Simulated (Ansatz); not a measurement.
The same path of AlClH2 + H3P (8 atoms, charge 0, multiplicity 1) was run twice with different band settings. Made: Al1–P5.

The calculation used RKS PBE-D4/def2-SVP in Ansatz.

Relaxed end points:

```xyz
8
Properties=species:S:1:pos:R:3
Al 0.032 -0.040 0.223
Cl -0.106 0.819 2.177
H 1.479 -0.089 -0.440
H -1.338 -0.257 -0.560
P 0.206 -3.148 1.071
H -0.686 -2.770 0.005
H 1.377 -2.659 0.392
H 0.004 -1.916 1.805
```

```xyz
8
Properties=species:S:1:pos:R:3
Al 0.074 0.107 0.071
Cl -0.790 0.570 2.004
H 1.617 0.487 -0.122
H -0.949 -0.004 -1.154
P 0.247 -2.331 0.764
H -0.986 -2.921 1.178
H 0.754 -3.414 -0.024
H 1.001 -2.555 1.955
```

Common settings: movable images 5; climbing image yes; spring 5.0 eV/Å²; optimiser quadratic models (default); start path through a guess of the saddle point; iteration limit 60; end points relaxed.

| run | force threshold |
| --- | --- |
| 1 | 0.03 eV/Å |
| 2 | 0.2 eV/Å |

Question: What does each run give, and how far can it be trusted?

Answer: Run 1: converged after 18 iterations, highest image 0.817 eV above the first end. The profile has 2 maxima (images 2, 5) with wells between them (image 3): this band takes more than one step, which may be the mechanism or a detour left from its start path. Neighbouring images differ by up to 1.3 eV, so the band resolves the path poorly. A vibrational analysis at the climbing image gives one clearly imaginary mode, 889i cm⁻¹: a first-order saddle point.
Run 2: converged after 16 iterations, highest image 0.829 eV above the first end. The threshold of 0.2 eV/Å is loose, so the images may lie well off the minimum-energy path. The profile has 2 maxima (images 2, 4) with wells between them (image 3): this band takes more than one step, which may be the mechanism or a detour left from its start path. Neighbouring images differ by up to 1.3 eV, so the band resolves the path poorly. The order of the point at the top wasn't checked.
